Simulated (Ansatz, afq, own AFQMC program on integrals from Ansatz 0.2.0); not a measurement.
Integrals from Ansatz 0.2.0, then the random walk in our own AFQMC program (afq).

```yaml
crystal:
  periodic: [false, false, false]
  atoms:
    - {symbol: Cl, position_ang: [-1.937889, -0.991449, 0.874273]}
    - {symbol: In, position_ang: [-0.015005, -0.007746, 0.006813]}
    - {symbol: Br, position_ang: [2.183558, -0.785816, 0.777120]}
    - {symbol: Br, position_ang: [-0.230654, 1.785011, -1.658206]}
basis:
  gaussian: {orbitals: def2-TZVP}
magnetization: {spin_polarized: false}
correlation: {method: ccsd_t, electrons: outside_noble_gas, hamiltonian_folder: ham}
```

```sh
$ ansatz run in.yaml --threads 1 --pin off --events-out ev --progress --plain --max-ram 23808MiB --backend cuda --devices 0, --max-vram 18GiB
```

Options of the walk:

```
--method phaseless --trial cisd --walkers 1100 --populations 20 --least-time 60 --time-step 0.005 --steps-per-block 50 --equilibration-blocks 28 --max-blocks 4000 --target-error 0.0003 --factor-cut 1e-05 --seed 1036 --release-times 0.21,0.42,0.63,0.9 --release-step 0.03 --release-every 5 --taylor-order 6
```

Times are imaginary, in 1/Eh. The walk had a cap of 261 s. With eight or more populations the least sampling time is a fifth of least-time, and the error comes from their spread. Filled inner d shells are frozen with the cores. Core potentials past Kr, no spin–orbit coupling.

afq prints:

```
orbitals 141  electrons 12 12  factors 1153 of 1350
reference energy -5793.74005498 Eh
CCSD correlation -0.60388444 Eh in 11 cycles, weight of the determinant in the CISD state 0.7837
energy of the start -5794.343937 Eh
 block  time / (1/Eh)  mean weight  energy / Eh
     1     0.250  0.9982  -5794.320463
     2     0.500  0.9992  -5794.331237
     3     0.750  0.9998  -5794.342832
     4     1.000  0.9993  -5794.350198
     5     1.250  1.0007  -5794.356378
     7     1.750  1.0005  -5794.361687
     9     2.250  1.0001  -5794.367572
    11     2.750  0.9993  -5794.372179
    21     5.250  0.9996  -5794.371624
    31     7.750  1.0006  -5794.373529
    41    10.250  0.9997  -5794.369010
    51    12.750  1.0006  -5794.374969
    61    15.250  1.0003  -5794.372661
    71    17.750  0.9998  -5794.375850
    81    20.250  0.9996  -5794.374798
    91    22.750  1.0009  -5794.373111
   101    25.250  0.9998  -5794.374039
   111    27.750  0.9996  -5794.372479
   121    30.250  1.0002  -5794.371570
   131    32.750  1.0002  -5794.375675
   141    35.250  1.0000  -5794.373001
   151    37.750  0.9998  -5794.371083
   161    40.250  0.9998  -5794.372724
   166    41.500  0.9989  -5794.368125
   171    42.750  1.0009  -5794.373854
   181    45.250  1.0002  -5794.372017
   191    47.750  1.0002  -5794.373982
   201    50.250  1.0008  -5794.369216
error from the spread of 20 populations
released: time / (1/Eh)  energy / Eh  error  mean overlap
  0.21  -5794.373073  0.000411  0.9955
  0.42  -5794.372743  0.000344  0.9884
  0.63  -5794.372805  0.000444  0.9819
  0.90  -5794.373179  0.000494  0.9716
energy -5794.372344 +/- 0.000343 Eh
(rows thinned)
```

The run passed its tests (sampling time, drift between the halves within three errors, error under three times the target), which doesn't prove that it has relaxed, ending at its cap on processor time.

Against this walk (error 9.3 meV) on the same determinant: CCSD(T) 79.8 meV higher. The error is statistical and leaves out the bias of the constraint. Released to 0.90 1/Eh the energy moves by -23 ± 16 meV (both errors), within twice the noise.

Cautions: constraint bias not in the error; error above the target (9.3 against 8.2 meV); no spin-orbit coupling; no relativity below Rb; inner d shell frozen.

The walk took 4.4 min on 1 × NVIDIA H100 80GB HBM3 with 2 threads of AMD EPYC 7R13 Processor (Zen 3) (shared host) (the card was shared). The log's last line is the phaseless energy.
